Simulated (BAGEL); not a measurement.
# C2ClFN+ (SMILES Fc1n[c+]1Cl): a chain of runs

Wanted: energy and gradient (RI-MP2/pcseg-0), then energy and gradient (RI-MP2/pcseg-1), then energy and gradient (RI-MP2/aug-pcseg-1), then energy and forces (RI-MP2/pcseg-2) of C2ClFN+. 

The results are computed with BAGEL 1.2.2.

2 further runs of the same task are left out: 2 set aside as unsound or not needed.

## Step 1: The system as given

C2ClFN+ has 5 atoms, charge +1, and is taken as a singlet. SMILES: `Fc1n[c+]1Cl`. Geometry: relaxed at GFN2-xTB.

Bond lengths: F1–C2 1.248 Å, C2–N3 1.318 Å, C2–C4 1.396 Å, N3–C4 1.382 Å, C4–Cl5 1.587 Å. Angles: F1–C2–N3 146.2°, F1–C2–C4 152.7°, N3–C2–C4 61.1°, C2–N3–C4 62.2°, C2–C4–N3 56.6°, C2–C4–Cl5 157.1°, N3–C4–Cl5 146.2°.

## Step 2: Energy and forces at RI-MP2/pcseg-0 (density fitting with tzvpp-jkfit, property dipole) (run 1)

Input file input.json:

```json
{ "bagel" : [

{
  "title" : "molecule",
  "basis" : "pcseg-0.json",
  "df_basis" : "tzvpp-jkfit",
  "angstrom" : true,
  "geometry" : [
    { "atom" : "F", "xyz" : [      -0.012120,      -1.619340,       1.084430 ] },
    { "atom" : "C", "xyz" : [      -0.223460,      -0.567510,       0.447580 ] },
    { "atom" : "N", "xyz" : [      -1.109080,       0.347000,       0.107250 ] },
    { "atom" : "C", "xyz" : [       0.177280,       0.485100,      -0.377820 ] },
    { "atom" : "Cl", "xyz" : [       1.167380,       1.354750,      -1.261440 ] }
  ]
},

{
  "title" : "force",
  "method" : [
    { "title" : "mp2", "charge" : 1, "ncore" : 9 }
  ]
}

]}
```

The basis set pcseg-0 is read from a file made from the Basis Set Exchange's data (not shown).

The run is started by

```console
BAGEL_NUM_THREADS=1 BAGEL input.json > input.out
```

The log of the run:

```text
* using 1 threads per process

  ===============================================================
  ===============================================================

  *** Geometry ***

  { "atom" : "F", "xyz" : [     -0.022903,     -3.060109,      2.049276 ] },
  { "atom" : "C", "xyz" : [     -0.422278,     -1.072438,      0.845804 ] },
  { "atom" : "N", "xyz" : [     -2.095857,      0.655735,      0.202673 ] },
  { "atom" : "C", "xyz" : [      0.335011,      0.916706,     -0.713976 ] },
  { "atom" : "Cl", "xyz" : [      2.206028,      2.560106,     -2.383776 ] },

  Number of auxiliary basis functions:      432

  Since a DF basis is specified, we compute 2- and 3-index integrals:
    o Being stored without compression. Storage requirement is 0.008 GB

[... 20 lines left out ...]
    * SCF iteration converged.
[... 1 line left out ...]
    * Permanent dipole moment:
[... 6 lines left out ...]
      MP2 correlation energy:   -0.4684561361
[... 1 line left out ...]
    * Permanent dipole moment: MP2 unrelaxed
[... 2 lines left out ...]
  === Z-vector iteration ===

      0     0.00132513388242           0.00
      1     0.00041892962781           0.00
      2     0.00014679937550           0.00
[... 8 lines of this table left out ...]
     11     0.00000000319976           0.00

    * Permanent dipole moment: MP2 relaxed
           (   -0.363389,     0.115743,     0.033112) a.u.

  * Nuclear energy gradient

    o Atom   0
        x         -0.0024085206
        y          0.0681262078
        z         -0.0447342628
    o Atom   1
        x         -0.0390468453
        y         -0.0420735030
        z          0.0400230110
    o Atom   2
        x          0.0806448351
        y         -0.0310320810
        z         -0.0039179980
    o Atom   3
        x          0.0081343140
        y          0.0554776680
        z         -0.0395575109
    o Atom   4
        x         -0.0473237832
        y         -0.0504982918
        z          0.0481867608

    * METHOD: FORCE                                1.21

  ===============================================================
```

It took 1.5 s on 1 thread of Arm Neoverse V2, shared host; peak memory 0.11 GiB.

## Step 3: Energy and forces at RI-MP2/pcseg-1 (density fitting with tzvpp-jkfit, property dipole) (run 2)

Input file calc.json:

```json
{ "bagel" : [

{
  "title" : "molecule",
  "basis" : "pcseg-1.json",
  "df_basis" : "tzvpp-jkfit",
  "angstrom" : true,
  "geometry" : [
    { "atom" : "F", "xyz" : [   -0.012120,   -1.619340,    1.084430 ] },
    { "atom" : "C", "xyz" : [   -0.223460,   -0.567510,    0.447580 ] },
    { "atom" : "N", "xyz" : [   -1.109080,    0.347000,    0.107250 ] },
    { "atom" : "C", "xyz" : [    0.177280,    0.485100,   -0.377820 ] },
    { "atom" : "Cl", "xyz" : [    1.167380,    1.354750,   -1.261440 ] }
  ]
},
{
  "title" : "force",
  "method" : [
    {
      "title" : "mp2",
      "charge" : 1,
      "ncore" : 9
    }
  ]
}

]}
```

The basis set pcseg-1 is read from a file made from the Basis Set Exchange's data (not shown).

The run is started by

```console
BAGEL_NUM_THREADS=1 BAGEL calc.json > calc.out
```

The log of the run:

```text
* using 1 threads per process

  ===============================================================
  ===============================================================

  *** Geometry ***

  { "atom" : "F", "xyz" : [     -0.022903,     -3.060109,      2.049276 ] },
  { "atom" : "C", "xyz" : [     -0.422278,     -1.072438,      0.845804 ] },
  { "atom" : "N", "xyz" : [     -2.095857,      0.655735,      0.202673 ] },
  { "atom" : "C", "xyz" : [      0.335011,      0.916706,     -0.713976 ] },
  { "atom" : "Cl", "xyz" : [      2.206028,      2.560106,     -2.383776 ] },

  Number of auxiliary basis functions:      432

  Since a DF basis is specified, we compute 2- and 3-index integrals:
    o Being stored without compression. Storage requirement is 0.019 GB

[... 20 lines left out ...]
    * SCF iteration converged.
[... 1 line left out ...]
    * Permanent dipole moment:
[... 6 lines left out ...]
      MP2 correlation energy:   -0.7062661578
[... 1 line left out ...]
    * Permanent dipole moment: MP2 unrelaxed
[... 2 lines left out ...]
  === Z-vector iteration ===

      0     0.00101477720454           0.01
      1     0.00024313569312           0.01
      2     0.00007983869364           0.01
[... 8 lines of this table left out ...]
     11     0.00000000301730           0.01

    * Permanent dipole moment: MP2 relaxed
           (   -0.337148,     0.045667,     0.071954) a.u.

  * Nuclear energy gradient

    o Atom   0
        x          0.0083844257
        y          0.0086240817
        z         -0.0083562636
    o Atom   1
        x         -0.0328757410
        y         -0.0281510073
        z          0.0289150804
    o Atom   2
        x          0.0159699544
        y         -0.0108328998
        z          0.0023425272
    o Atom   3
        x          0.0158590742
        y          0.0457206204
        z         -0.0353979363
    o Atom   4
        x         -0.0073377132
        y         -0.0153607950
        z          0.0124965923

    * METHOD: FORCE                                2.37

  ===============================================================
```

Run time: 2.7 s. Hardware: 1 thread of Arm Neoverse V2, shared host; peak memory 0.16 GiB.

Run 3 isn't shown in full; the table further down has it.

## Step 4: Energy and forces at RI-MP2/pcseg-2 (density fitting with tzvpp-jkfit, property dipole) (run 4)

Input file input.json:

```json
{ "bagel": [

{
  "title": "molecule",
  "basis": "pcseg-2.json",
  "df_basis": "tzvpp-jkfit",
  "angstrom": true,
  "geometry": [
    { "atom": "F", "xyz": [      -0.012120,      -1.619340,       1.084430 ] },
    { "atom": "C", "xyz": [      -0.223460,      -0.567510,       0.447580 ] },
    { "atom": "N", "xyz": [      -1.109080,       0.347000,       0.107250 ] },
    { "atom": "C", "xyz": [       0.177280,       0.485100,      -0.377820 ] },
    { "atom": "Cl", "xyz": [       1.167380,       1.354750,      -1.261440 ] }
  ]
},

{
  "title": "force",
  "method": [
    { "title": "mp2", "charge": 1, "ncore": 9 }
  ]
}

]}
```

The basis set pcseg-2 is read from a file made from the Basis Set Exchange's data (not shown).

The run is started by

```console
BAGEL_NUM_THREADS=1 BAGEL input.json > input.out
```

The log of the run:

```text
* using 1 threads per process

  ===============================================================
  ===============================================================

  *** Geometry ***

  { "atom" : "F", "xyz" : [     -0.022903,     -3.060109,      2.049276 ] },
  { "atom" : "C", "xyz" : [     -0.422278,     -1.072438,      0.845804 ] },
  { "atom" : "N", "xyz" : [     -2.095857,      0.655735,      0.202673 ] },
  { "atom" : "C", "xyz" : [      0.335011,      0.916706,     -0.713976 ] },
  { "atom" : "Cl", "xyz" : [      2.206028,      2.560106,     -2.383776 ] },

  Number of auxiliary basis functions:      432

  Since a DF basis is specified, we compute 2- and 3-index integrals:
    o Being stored without compression. Storage requirement is 0.082 GB

[... 20 lines left out ...]
    * SCF iteration converged.
[... 1 line left out ...]
    * Permanent dipole moment:
[... 6 lines left out ...]
      MP2 correlation energy:   -0.8734169995
[... 1 line left out ...]
    * Permanent dipole moment: MP2 unrelaxed
[... 2 lines left out ...]
  === Z-vector iteration ===

      0     0.00044384255651           0.04
      1     0.00014201538852           0.04
      2     0.00004551212975           0.04
[... 8 lines of this table left out ...]
     11     0.00000000257175           0.04

    * Permanent dipole moment: MP2 relaxed
           (   -0.301752,     0.030811,     0.071062) a.u.

  * Nuclear energy gradient

    o Atom   0
        x          0.0105827561
        y         -0.0025137518
        z         -0.0016022095
    o Atom   1
        x         -0.0332849435
        y         -0.0205948717
        z          0.0240084904
    o Atom   2
        x          0.0120542753
        y         -0.0080591439
        z          0.0016845210
    o Atom   3
        x          0.0106343697
        y          0.0392314856
        z         -0.0294650621
    o Atom   4
        x          0.0000135425
        y         -0.0080637183
        z          0.0053742603

    * METHOD: FORCE                                6.60

  ===============================================================
```

It took 7.2 s on 1 thread of Arm Neoverse V2, shared host; peak memory 0.41 GiB.

## Step 5: All runs side by side

```tsv
run	level	energy (Eh)	correlation energy (mEh)	largest force (eV/Å)	wall time
1	RI-MP2/pcseg-0 (density fitting with tzvpp-jkfit, property dipole)	-687.800621	-468.5	4.448	1.5 s
2	RI-MP2/pcseg-1 (density fitting with tzvpp-jkfit, property dipole)	-689.291835	-706.3	3.083	2.7 s
3	RI-MP2/aug-pcseg-1 (density fitting with tzvpp-jkfit, property dipole)	-689.335537	-722.0	2.980	4.8 s
4	RI-MP2/pcseg-2 (density fitting with tzvpp-jkfit, property dipole)	-689.670892	-873.4	2.582	7.2 s
```

Convergence of the total energy of singlet C2ClFN+ with the basis set, against the last point:

```tsv
basis set	from the last (mEh)	wall time
pcseg-0	+1870.270	1.5 s
pcseg-1	+379.056	2.7 s
aug-pcseg-1	+335.355	4.8 s
pcseg-2	+0.000	7.2 s
```

Convergence of the correlation energy (9 core orbitals frozen) of singlet C2ClFN+ with the basis set, against the last point:

```tsv
basis set	from the last (mEh)	wall time
pcseg-0	+404.961	1.5 s
pcseg-1	+167.151	2.7 s
aug-pcseg-1	+151.372	4.8 s
pcseg-2	+0.000	7.2 s
```

## Step 6: Summary of results

| quantity | value |
| --- | --- |
| run 4, RI-MP2/pcseg-2: total energy | -689.67089 Eh |
| run 4, RI-MP2/pcseg-2: correlation energy (9 core orbitals frozen) | -873.4 mEh |
| run 4, RI-MP2/pcseg-2: largest force on an atom | 2.582 eV/Å |

In words: Over the runs the total energy spans 50.893 eV. All runs together took 16 s, the longest 7.2 s.
